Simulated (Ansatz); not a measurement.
# FCI/cc-pVDZ run of SiH2 (SMILES [H][Si][H])

Aim: the energy change on altering one bond length of SiH2 at FCI/cc-pVDZ, from 2 runs. 

The calculation is run with Ansatz 0.2.0.

61 further runs of the same task are left out: 61 set aside as unsound or not needed.

### 1 The structure to begin with

SiH2 has 3 atoms, charge 0, and is taken as a singlet. SMILES: `[H][Si][H]`. The coordinates come from a GFN2-xTB relaxation.

Bond lengths: Si1–H2 1.486 Å, Si1–H3 1.485 Å. Angles: H2–Si1–H3 97.1°.

### 2 A single-point energy at FCI/cc-pVDZ

The input, run.yaml:

```yaml
crystal:
  periodic: [false, false, false]
  atoms:
    - {symbol: Si, position_ang: [0.005220, -0.008160, -0.655700]}
    - {symbol: H, position_ang: [1.110230, -0.020010, 0.337410]}
    - {symbol: H, position_ang: [-1.115450, 0.028170, 0.318290]}
basis:
  gaussian:
    orbitals: cc-pVDZ
correlation:
  method: fci
  frozen_orbitals: {H: 0, Si: 5}
accuracy: high
```

Started as:

```
ansatz run run.yaml --threads 1 --pin off --max-ram 2610MiB --events-out events.jsonl --progress --plain --runs-dir runs
```

Log:

```text
Warning: RAYON_NUM_THREADS=1 ignored (pool sized by the plan → 1); use --threads N
Functional definition: HF
  name "HF"
  exchange = exact_x
  correlation = 0
555 factors; integrals over basis functions are off by at most 2.7e-9 eV
mean field evaluation 1: about -7891.4752 eV, gradient 7.0e0 eV
mean field evaluation 2: about -7891.4776 eV, gradient 7.0e0 eV
mean field evaluation 4: about -7891.7719 eV, gradient 3.2e-1 eV
mean field evaluation 8: about -7891.7725 eV, gradient 1.1e-4 eV
mean field -7891.77251588 eV, -290.0172907229 hartree, gradient 2.2e-8 eV, S^2 0.000000; 0 other end points of the search recorded, 0 dependent functions left out; unrestricted orbitals would lower it
mean field evaluation 16: about -7891.8971 eV, gradient 3.5e-1 eV
5 core orbitals not correlated: weight in the atoms' cores, before any rotation towards them, 1.000 or more for the frozen orbitals, at most 0.000 for the correlated occupied ones
reference -7891.77251588 eV, -290.0172907229 hartree; 3, 3 occupied and 20, 20 virtual orbitals, 555 factors
state -7895.01294221 eV, -290.1363741941 hartree
Total energy: -7895.01294221 eV, -290.1363741941 hartree
```

Run time: 5.7 s. Hardware: 1 thread of Arm Neoverse V1, shared host; peak memory 0.2 GiB.

### 3 The distorted shape

The input, run.yaml:

```yaml
crystal:
  periodic: [false, false, false]
  atoms:
    - {symbol: Si, position_ang: [0.285369, -0.017242, -0.899181]}
    - {symbol: H, position_ang: [1.390379, -0.029092, 0.093929]}
    - {symbol: H, position_ang: [-1.115450, 0.028170, 0.318290]}
basis:
  gaussian:
    orbitals: cc-pVDZ
correlation:
  method: fci
  frozen_orbitals: {H: 0, Si: 5}
accuracy: high
```

Started as:

```
ansatz run run.yaml --threads 1 --pin off --max-ram 2610MiB --events-out events.jsonl --progress --plain --runs-dir runs
```

Log:

```text
Warning: RAYON_NUM_THREADS=1 ignored (pool sized by the plan → 1); use --threads N
[... 4 set-up lines as earlier in the session ...]
548 factors; integrals over basis functions are off by at most 3.9e-9 eV
mean field evaluation 1: about -7890.8561 eV, gradient 7.2e0 eV
mean field evaluation 2: about -7890.8574 eV, gradient 7.2e0 eV
mean field evaluation 4: about -7891.1875 eV, gradient 4.9e-1 eV
mean field evaluation 8: about -7891.1893 eV, gradient 2.8e-4 eV
mean field -7891.18930108 eV, -289.9958579744 hartree, gradient 6.8e-8 eV, S^2 0.000000; 0 other end points of the search recorded, 0 dependent functions left out; unrestricted orbitals would lower it
mean field evaluation 16: about -7891.2767 eV, gradient 3.4e-1 eV
5 core orbitals not correlated: weight in the atoms' cores, before any rotation towards them, 1.000 or more for the frozen orbitals, at most 0.000 for the correlated occupied ones
reference -7891.18930108 eV, -289.9958579744 hartree; 3, 3 occupied and 20, 20 virtual orbitals, 548 factors
state -7894.52245925 eV, -290.1183492781 hartree
Total energy: -7894.52245925 eV, -290.1183492781 hartree
```

Run time: 5.7 s. Hardware: 1 thread of Arm Neoverse V1, shared host; peak memory 0.2 GiB.

### 4 Summary of results

Level: FCI/cc-pVDZ, 5 core orbitals frozen.

```
                                                          quantity          value
                                         first shape: total energy  -290.13637 Eh
          first shape: correlation energy (5 core orbitals frozen)     -119.1 mEh
                                     distorted shape: total energy  -290.11835 Eh
      distorted shape: correlation energy (5 core orbitals frozen)     -122.5 mEh
energy change with the Si1–H3 bond stretched from 1.485 to 1.856 Å       0.490 eV
```

With the Si1–H3 bond stretched from 1.485 to 1.856 Å the energy rises by 0.49 eV (47.3 kJ/mol). The first shape isn't relaxed at this level, so the change isn't measured from a minimum. The restricted solution (first shape) is unstable to spin breaking: an unrestricted one lies lower. The restricted solution (distorted shape) is unstable to spin breaking: an unrestricted one lies lower.
